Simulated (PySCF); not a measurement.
O₂, SMILES O=O (connectivity only; charge and spin as stated), neutral, multiplicity 3.

Geometry: PBE0-D3(BJ)/def2-TZVPD.

Level of theory: PBE0-D3(BJ)/def2-TZVPD run with PySCF.

Harmonic, unscaled wavenumbers; measured fundamentals usually lie a few per cent lower.

Computed normal modes with their intensities:
| mode | ν (cm⁻¹) | IR (km/mol) | moving atoms (share of kinetic energy) |
|---|---|---|---|
| 1 | 1713 | 0.0 | O 100 % |
